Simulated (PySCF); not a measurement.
Computed spin Hamiltonian

Species: C6H9 (doublet state).
Structure used (GFN2-xTB), in Å, numbered top down from 1:
```
atom  x, y, z in Å
C1     2.895    0.501   -0.146
C2     1.772   -0.075    0.123
C3     0.615   -0.689    0.411
C4    -0.654   -0.231    0.096
C5    -1.871   -1.003    0.473
C6    -0.868    1.054   -0.631
H7     3.441    0.316   -1.064
H8     3.366    1.204    0.531
H9     0.693   -1.633    0.942
H10   -2.513   -0.413    1.131
H11   -1.615   -1.930    0.981
H12   -2.463   -1.246   -0.414
H13    0.081    1.530   -0.865
H14   -1.416    0.883   -1.561
H15   -1.467    1.742   -0.029
```

The hyperfine couplings belong to this conformer and change with its torsions.

As a line formula: `C=C=C[C](C)C` [radical].

Theory: PySCF, UKS B3LYP, pcH-1 on C H, non-relativistic, mean-field spin-orbit, GIAO. Geometry: GFN2-xTB, one conformer, isolated molecule. The geometry wasn't refined by DFT: couplings that depend on bond lengths, twists or pyramidal angles can differ widely from those at the functional's own minimum. Stability of the SCF solution: not tested. ⟨S²⟩ is 0.774 where a pure state has 0.75.

```
g1, g2, g3                      : 2.00216, 2.00216, 2.00288
g_iso                           : 2.00240
Form of g                       : close to axial: the two nearest values differ by under 1 % of g3 − g1
⟨S²⟩                            : 0.7740 (exact 0.7500)
α and β electrons               : 23, 22
HOMO–LUMO gap, α and β orbitals : 4.86, 5.67 eV
Basis functions                 : 240
```

Hyperfine couplings atom by atom, in MHz; T1 to T3 are the principal values of the dipolar part; ρ(0) is the spin density at the nucleus:

| atom | isotope | a_iso | T1 | T2 | T3 | Mulliken spin population | ρ(0) (bohr⁻³) |
| --- | --- | --- | --- | --- | --- | --- | --- |
| C1 | 13C | -39.7 | -9.3 | 2.1 | 7.2 | -0.11 | -0.0353 |
| C2 | 13C | 49.6 | -51.8 | -39.1 | 90.9 | 0.58 | 0.0442 |
| C3 | 13C | -50.4 | -26.6 | 10.2 | 16.4 | -0.24 | -0.0449 |
| C4 | 13C | 64.5 | -55.1 | -53.9 | 109.0 | 0.66 | 0.0574 |
| C5 | 13C | -23.9 | -1.3 | 0.0 | 1.3 | -0.06 | -0.0213 |
| C6 | 13C | -21.5 | -0.8 | -0.3 | 1.1 | -0.05 | -0.0191 |
| H7 | 1H | 108.9 | -3.0 | -2.3 | 5.2 | 0.05 | 0.0244 |
| H8 | 1H | 109.0 | -3.0 | -2.3 | 5.2 | 0.05 | 0.0244 |
| H9 | 1H | 15.2 | -5.2 | -1.0 | 6.2 | 0.01 | 0.0034 |
| H10 | 1H | 71.4 | -3.3 | -2.8 | 6.1 | 0.03 | 0.0160 |
| H11 | 1H | 2.1 | -3.2 | -2.5 | 5.8 | 0.00 | 0.0005 |
| H12 | 1H | 68.3 | -3.3 | -2.8 | 6.1 | 0.03 | 0.0153 |
| H13 | 1H | 2.0 | -3.7 | -1.3 | 5.0 | 0.00 | 0.0004 |
| H14 | 1H | 57.1 | -3.4 | -2.5 | 5.9 | 0.03 | 0.0128 |
| H15 | 1H | 58.7 | -3.4 | -2.5 | 5.9 | 0.03 | 0.0131 |

The Mulliken spin populations are largest on C4 (+0.66), C2 (+0.58), C3 (-0.24) and C1 (-0.11). The angles at C4 add up to 360.0°, so it is planar.

Under fast tumbling the dipolar parts average out, and these isotropic splittings remain: 2 × 1H (H7/H8, I = 1/2, 3 lines) with 3.89 mT, 3 × 1H (H10/H11/H12, I = 1/2, 4 lines) with 1.69 mT, 3 × 1H (H13/H14/H15, I = 1/2, 4 lines) with 1.40 mT and 1 × 1H (H9, I = 1/2, 2 lines) with 0.54 mT.

Nuclei that the bonding pattern makes equivalent are averaged, as if the motion that swaps them (rotation, inversion, ring flip) were fast. C5 and C6, with what hangs on them, aren't averaged: C4 is flat or nearly so (angle sum 360°), and its turn about the short C4–C3 bond (1.39 Å) is taken as slow. The three 1H nuclei of mean +47.3 MHz run from 2.1 to 71.4 MHz in the frozen geometry. The three 1H nuclei of mean +39.3 MHz run from 2.0 to 58.7 MHz in the frozen geometry.

The 13C coupling of C4 (64.5 MHz) shows only in satellite lines or after enrichment, since that isotope makes up about 1.07 % of natural carbon.
